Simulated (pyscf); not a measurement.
Structures and frequencies: ωB97X-D3(BJ)/def2-SVP in PySCF.

### Question
For the elementary gas-phase step H₂B–F + SiH₄ → F–BH–SiH₃ + H₂ (singlet surface; B–H, H–Si broken, B–Si, H–H formed), what barrier and reaction energy does B3LYP-D3(BJ)/def2-TZVP give, measured from the separated reactants?

### Answer
ΔE‡ = 24.5 kcal/mol, ΔE = +11.4 kcal/mol. ωB97M-D3(BJ)/def2-TZVP gives 24.8 kcal/mol and +12.4 kcal/mol. Zero-point energy shifts the barrier by +1.6 kcal/mol. It is a four-centre exchange, with an imaginary mode of 970i cm⁻¹. At the saddle there is also a short B–H contact that neither side keeps. The same reactants have a lower exit, to H₂B–F + SiH₄ (barrier +8.9 kcal/mol at ωB97M-D3(BJ)/def2-TZVP, against +24.8 kcal/mol here). This is the saddle that the search found; another between the same sides may lie lower.
